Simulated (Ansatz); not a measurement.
**HN–SH, doublet: the ladder up to UCCSDT(Q)**

Geometry: displaced at random from a stationary point.

```yaml
atoms:
  - { symbol: N, position_ang: [0.0007, -0.1775, 1.1088] }
  - { symbol: S, position_ang: [-0.0001, 0.0903, -0.5021] }
  - { symbol: H, position_ang: [0.0479, 0.7938, 1.4865] }
  - { symbol: H, position_ang: [-0.0549, -1.1989, -0.9216] }
```

Basis cc-pVDZ; Ansatz 0.2.0. Correlated methods freeze the noble-gas cores, which leaves 13 electrons in 36 orbitals. Prefix R: restricted or restricted open-shell reference; prefix U: unrestricted. Active spaces: valence = (13e, 10o) chosen from the atoms' valence shells.

Full CI isn't at hand for all of this; UCCSDT(Q) serves as the reference, and is uncertain by about the last step of the cluster series. The frozen core follows each run's orbitals, which can shift R against U totals by a few meV.

For open shells CISD is restricted-active-space CI with the open shells as a complete middle space.

```
UHF ⟨S²⟩                          : 0.765
T1 diagnostic (RCCSD)             : 0.0333
largest doubles amplitude (RCCSD) : 0.043
T1 diagnostic (UCCSD)             : 0.0280
```

```json
{"level": "RHF", "E − E(UCCSDT(Q)) (kJ/mol)": "859.1", "share of correlation (%)": "0.00", "wall time": "–"}
{"level": "UHF", "E − E(UCCSDT(Q)) (kJ/mol)": "842.5", "share of correlation (%)": "1.93", "wall time": "–"}
{"level": "RMP2", "E − E(UCCSDT(Q)) (kJ/mol)": "110.7", "share of correlation (%)": "87.12", "wall time": "–"}
{"level": "UMP2", "E − E(UCCSDT(Q)) (kJ/mol)": "112.8", "share of correlation (%)": "86.87", "wall time": "–"}
{"level": "CISD", "E − E(UCCSDT(Q)) (kJ/mol)": "101.6", "share of correlation (%)": "88.17", "wall time": "1.3 s"}
{"level": "RCCSD", "E − E(UCCSDT(Q)) (kJ/mol)": "28.4", "share of correlation (%)": "96.70", "wall time": "–"}
{"level": "UCCSD", "E − E(UCCSDT(Q)) (kJ/mol)": "27.9", "share of correlation (%)": "96.75", "wall time": "–"}
{"level": "RCCSD(T)", "E − E(UCCSDT(Q)) (kJ/mol)": "4.5", "share of correlation (%)": "99.48", "wall time": "1.5 s"}
{"level": "UCCSD(T)", "E − E(UCCSDT(Q)) (kJ/mol)": "4.5", "share of correlation (%)": "99.48", "wall time": "1.5 s"}
{"level": "BCCD(T)", "E − E(UCCSDT(Q)) (kJ/mol)": "4.0", "share of correlation (%)": "99.53", "wall time": "0.78 s"}
{"level": "RCCSDT", "E − E(UCCSDT(Q)) (kJ/mol)": "2.2", "share of correlation (%)": "99.75", "wall time": "–"}
{"level": "UCCSDT", "E − E(UCCSDT(Q)) (kJ/mol)": "2.1", "share of correlation (%)": "99.76", "wall time": "–"}
{"level": "RCCSDT(Q)", "E − E(UCCSDT(Q)) (kJ/mol)": "0.1", "share of correlation (%)": "99.99", "wall time": "15 s"}
{"level": "CASSCF (valence space)", "E − E(UCCSDT(Q)) (kJ/mol)": "643.0", "share of correlation (%)": "25.15", "wall time": "–"}
{"level": "NEVPT2 (valence space)", "E − E(UCCSDT(Q)) (kJ/mol)": "124.2", "share of correlation (%)": "85.54", "wall time": "1.7 s"}
{"level": "MRCISD (valence space)", "E − E(UCCSDT(Q)) (kJ/mol)": "53.4", "share of correlation (%)": "93.79", "wall time": "–"}
{"level": "MRCISD+Q (valence space)", "E − E(UCCSDT(Q)) (kJ/mol)": "5.1", "share of correlation (%)": "99.40", "wall time": "4.1 s"}
```

The correlation energy at UCCSDT(Q), counted from RHF, is -8.904 eV. That run took 13 s on 1 thread of AMD EPYC 9R45, shared host.

Times hold each run's SCF and search for its determinant on a shared host, so for small cases they say little of a method's own cost; they ran on 1 thread of AMD EPYC 9R45.

Natural occupations of CASSCF (valence space) about the gap: 1.984 1.981 1.971 1.964 1.015 0.042 0.028 0.025; effectively unpaired electrons, Σ n²(2−n)², 1.02.
